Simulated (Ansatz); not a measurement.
**SO (SMILES O=S): methods side by side**

SO: 2 atoms, total charge 0, spin state triplet. SMILES: `O=S`. The bond length is the measured one. The run starts from this shape.

```xyz
2

O     0.0000    0.0000    0.0000
S     0.0000    0.0000    1.4811
```

Quantity: the adiabatic ionisation energy (to the doublet cation, no zero-point term), in eV. The values are calculated.

```csv
level,kind,program,value (eV)
UHF/STO-3G,Hartree–Fock,Ansatz,6.49
UHF/3-21G,Hartree–Fock,Ansatz,9.12
UHF/6-31G* (Cartesian functions),Hartree–Fock,Ansatz,10.00
UPBE/def2-SVP,GGA,Ansatz,10.35
UBLYP/cc-pVTZ,GGA,Ansatz,10.22
U-r2SCAN/def2-TZVP,meta-GGA,Ansatz,10.57
UB3LYP/6-31G* (Cartesian functions),global hybrid,Ansatz,10.49
UMP2/aug-cc-pVDZ,perturbation theory,Ansatz,10.82
```

The values span 6.49 to 10.82 eV. Spin contamination of the reference (⟨S²⟩ at least 0.1 too high) touches UHF/STO-3G, UHF/3-21G, UHF/6-31G*. Without the sets that lack polarisation functions the rows with a basis span only 10.00 to 10.82 eV.
